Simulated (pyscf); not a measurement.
Structures and frequencies: ωB97X-D3(BJ)/def2-SVP in PySCF.

Task: How much does it cost (ΔH, 298 K, ωB97M-D3(BJ)/def2-TZVP) to split `[OH][SnH]([OH])[SH]` at its S–Sn bond into HO–SnH•–OH + SH•?

Result: S–Sn to HO–SnH•–OH + SH•: 71.8 kcal/mol. The 7 functionals that were run give +67.8 (B3LYP-D3(BJ)) to +78.6 kcal/mol (ωB97X-D3(BJ)). Other isomers of HO–SnH•–OH were not searched in full and may lie lower. Left out: the spin-orbit lowering of SH. Elements past Kr carry the def2 core potentials, without spin-orbit coupling.
